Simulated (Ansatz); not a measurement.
## Pulling the pair apart

The pair of HF (SMILES F, atoms 1–2) and CH$_{4}$O (SMILES CO, atoms 3–8), both closed shells, in one local arrangement (a lower one may exist), relaxed at PBE0-D4/def2-TZVP:

```
atom    x (Å)    y (Å)    z (Å)
  F1  -0.2433   0.0962  -2.4651
  H2   0.0388   0.3434  -1.5968
  C3   0.0134  -0.4210   0.7997
  O4   0.4082   0.6572  -0.0381
  H5   0.4748  -1.3192   0.3926
  H6  -1.0722  -0.5543   0.8025
  H7   0.3692  -0.2732   1.8228
  H8   0.0111   1.4708   0.2825
```

CH$_{4}$O is shifted rigidly along the line between the mean atom positions of the two fragments (negative: closer). Counterpoise interaction energies in kcal/mol. Program: Ansatz 0.2.0. Basis: def2-TZVPPD. Cores are frozen in the correlated methods. B3LYP uses VWN-RPA correlation.

```csv
shift (Å),MP2,PBE0-D4,B3LYP-D4
-0.16,-8.12,-9.84,-9.26
-0.08,-9.12,-10.61,-10.18
0.00,-9.55,-10.84,-10.54
0.08,-9.60,-10.71,-10.50
0.20,-9.24,-10.14,-10.02
0.41,-7.97,-8.56,-8.54
0.82,-5.35,-5.62,-5.58
1.63,-2.33,-2.37,-2.28
```

**Question.** What does CCSD(T) give at these shifts? (To be estimated.)

**Answer.** The calculation gives: -7.97, -9.00, -9.46, -9.52, -9.18, -7.94, -5.33, -2.30 kcal/mol. For zero shift, CCSD(T) at an estimated basis limit (MP2 extrapolated from triple and quadruple zeta, plus CCSD(T) − MP2 in triple zeta) gives -10.11 kcal/mol. These are counterpoise interaction energies, counted from the two frozen fragments.

No T1 diagnostic of these runs exceeds 0.011.

For scale, one of the runs: CCSD(T)/def2-TZVPPD, 202 basis functions, launched by `ansatz run in.yaml --threads 2 --pin off --events-out ev --progress --plain --max-ram 5222MiB`. Hardware: 2 CPU threads of an AMD EPYC 9R45, shared host. Wall time 28 s; peak host memory 2.7 GiB.
